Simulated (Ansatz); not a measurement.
Relaxation of C₂H₇Al (10 atoms, charge 0, multiplicity 1), to a largest force component of 0.03 eV/Å in at most 50 steps.

Level of theory: Ansatz 0.2.0, RHF/def2-TZVP.

```xyz
10
Properties=species:S:1:pos:R:3
Al 0.316 0.006 0.019
C 1.040 0.007 1.827
H 0.439 -0.321 2.673
H 1.838 -0.730 1.725
C 1.668 1.369 2.179
H 2.289 1.301 3.067
H 2.295 1.747 1.379
H 0.904 2.115 2.381
H 1.770 0.306 -0.416
H -1.055 -0.209 -0.726
```

Q: Where does it end, and by what steps?

A: The run converged. The force dipped under the threshold on the way, but the program's further checks kept it going. After 20 steps the energy has fallen by 0.717 eV; H9 moved furthest, 1.37 Å.

| step | energy less start (eV) | largest force component (eV/Å) | accepted |
| --- | --- | --- | --- |
| 0 | 0.0000 | 1.817 | yes |
| 1 | -0.3621 | 0.875 | yes |
| 2 | -0.5319 | 0.355 | yes |
| 3 | -0.6336 | 0.287 | yes |
| 4 | -0.6636 | 0.375 | yes |
| 5 | -0.6921 | 0.232 | yes |
| 6 | -0.6935 | 0.398 | yes |
| 7 | -0.6677 | 0.458 | no |
| 8 | -0.7009 | 0.044 | yes |
| 9 | -0.7042 | 0.030 | yes |
| 10 | -0.7074 | 0.104 | yes |
| 11 | -0.7087 | 0.127 | yes |
| 12 | -0.7106 | 0.112 | yes |
| 13 | -0.7139 | 0.053 | yes |
| 14 | -0.7151 | 0.058 | yes |
| 15 | -0.7158 | 0.064 | yes |
| 16 | -0.7163 | 0.034 | yes |
| 17 | -0.7168 | 0.041 | yes |
| 18 | -0.7169 | 0.035 | yes |
| 19 | -0.7169 | 0.028 | no |
| 20 | -0.7170 | 0.016 | yes |

```xyz
10
Properties=species:S:1:pos:R:3
Al 0.454 0.028 -0.050
C 0.983 0.121 1.843
H 0.071 0.083 2.441
H 1.499 -0.810 2.083
C 1.841 1.317 2.276
H 2.085 1.280 3.334
H 2.778 1.355 1.729
H 1.331 2.259 2.096
H 0.912 1.130 -1.092
H -0.448 -1.173 -0.553
```

Whether the end is a true minimum wasn't checked by a vibrational analysis.

Time of the run: 12 s on 4 threads of Arm Neoverse V2, with other jobs on the host, peak memory 0.27 GiB.
